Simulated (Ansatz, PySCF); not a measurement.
System: PH2, charge 0, doublet. PH2 (SMILES [PH2], doublet).
B3LYP-D3(BJ)/def2-TZVP minimum from Ansatz (an electronic-structure program):
```xyz
3

P      0.0052    -0.0015     0.1165
H     -0.0501     1.0329    -0.8596
H     -0.0274    -1.0099    -0.8876
```
Charge 0, spin multiplicity 2.

Total energies in hartree (Ansatz). Radicals and triplets start from unrestricted determinants; spin-orbit coupling is neglected. Correlated methods leave the cores frozen. No relativity. For partners of very few electrons the exact lower level stands in for a higher one.

| species | HF/cc-pV(T+d)Z | CCSD(T)/cc-pV(T+d)Z | HF/cc-pV(Q+d)Z | CCSD(T)/cc-pV(Q+d)Z | CCSDT(Q)/cc-pV(Q+d)Z |
|---|---|---|---|---|---|
| 1: PH2 (SMILES [PH2], doublet) | -341.88871 | -342.05854 | -341.89218 | -342.07094 | -342.07210 |
| 2: P (quartet) | -340.71631 | -340.82157 | -340.71872 | -340.82830 | -340.82921 |
| 3: H (doublet) | -0.49981 | -0.49981 | -0.49995 | -0.49995 | -0.49995 |

Problem. Work out the enthalpy of formation at 298 K (by atomisation, with ideal-gas terms from PySCF's Hessian at B3LYP-D3(BJ)/def2-TZVP and the atoms' measured values of the G2/97 table; no spin-orbit terms) in kJ/mol: take Hartree-Fock from cc-pV(Q+d)Z, extrapolate the CCSD(T) correlation energy as X^-3 (X = 3, 4), and add CCSDT(Q) - CCSD(T) in cc-pV(Q+d)Z. The further terms named in the bracket sum to +0.29665 hartree. 1 hartree = 2625.5 kJ/mol.

Solution. 
Species 1: correlation (64·(-0.17876) - 27·(-0.16983))/37 = -0.18528; step -0.00116; E1 = -341.89218 + (-0.18528) + (-0.00116) = -342.07862
Species 2: correlation (64·(-0.10958) - 27·(-0.10526))/37 = -0.11273; step -0.00091; E2 = -340.71872 + (-0.11273) + (-0.00091) = -340.83236
Species 3: correlation (64·(0.00000) - 27·(0.00000))/37 = 0.00000; step +0.00000; E3 = -0.49995 + (0.00000) + (+0.00000) = -0.49995
+1·E1 -1·E2 -2·E3 +0.29665 = 0.05029 hartree = 132.0 kJ/mol. Measured: 33.1 kcal/mol, 138.5 kJ/mol (G2/97 table in ASE (Curtiss et al.)). The composite differs from it by -6.5 kJ/mol; core, relativistic and spin-orbit terms are not in it.
